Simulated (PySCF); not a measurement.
# H5NSi: the cost of one run

Program: PySCF 2.14.0. Level of theory: levels as typed in each script, gas phase, geometry from GFN2-xTB. These are calculated values, not measurements.

### 1 The system as given

7 atoms, charge 0, spin multiplicity 1.

Bond lengths: N1–Si2 1.723 Å, N1–H3 1.008 Å, N1–H4 1.007 Å, Si2–H5 1.460 Å, Si2–H6 1.472 Å, Si2–H7 1.461 Å. Angles: Si2–N1–H3 118.7°, Si2–N1–H4 118.7°, H3–N1–H4 109.5°, N1–Si2–H5 105.0°, N1–Si2–H6 115.3°, N1–Si2–H7 104.9°, H5–Si2–H6 108.9°, H5–Si2–H7 113.3°, H6–Si2–H7 109.4°.

Geometry (Å):

```xyz
7
charge 0, multiplicity 1
N    -1.14068    0.00027    0.06824
Si    0.58077    0.00045   -0.00224
H    -1.63654   -0.82465   -0.22978
H    -1.63749    0.82023   -0.24043
H     0.98684   -1.21489    0.69846
H     1.15578   -0.01441   -1.35724
H     0.98542    1.22552    0.68265
```

### 2 Density, bond paths and surface potential (B3LYP/def2-svpd)

The input, input.py:

```python
import numpy as np
from pyscf import gto, scf, dft
from pyscf.scf import atom_ks, atom_hf
from scipy.linalg import block_diag

def solve(mol, dm0=None, hcore=None):
    mf = (dft.UKS if mol.spin else dft.RKS)(mol, xc='b3lyp')
    mf.grids.level = 3
    mf = mf.density_fit(auxbasis='def2-universal-jkfit')
    mf.conv_tol, mf.max_cycle = 1e-8, 80
    if hcore is not None:
        mf.get_hcore = lambda *args: hcore
    mf.kernel(dm0)
    if not mf.converged:
        mf = mf.newton().run(mf.mo_coeff, mf.mo_occ, max_cycle=30)
    assert mf.converged, 'SCF not converged'
    return mf

mol = gto.M(atom='''
N     -1.14068     0.00027     0.06824
Si     0.58077     0.00045    -0.00224
H     -1.63654    -0.82465    -0.22978
H     -1.63749     0.82023    -0.24043
H      0.98684    -1.21489     0.69846
H      1.15578    -0.01441    -1.35724
H      0.98542     1.22552     0.68265
''', basis='def2-svpd', charge=0, spin=0, verbose=4)
mf = solve(mol)
mf.analyze()
# spherically averaged free atoms, for the promolecule
atm = atom_ks.get_atm_nrks(mol, xc='b3lyp')
pro = block_diag(*[(atm[a[0]][2] * atm[a[0]][3]) @ atm[a[0]][2].T for a in mol._atom])
np.savez('result.npz', e=mf.e_tot, c=mf.mo_coeff, occ=mf.mo_occ, eps=mf.mo_energy, pro=pro, dip=mf.dip_moment(verbose=0), s2=mf.spin_square()[0])
```

Launch:

```bash
> OMP_NUM_THREADS=1 python input.py
```

What time and memory should one allow on 1 thread of Intel Xeon Platinum 8488C (Sapphire Rapids), shared host?

About 4.2 s, with a peak of 0.35 GiB.
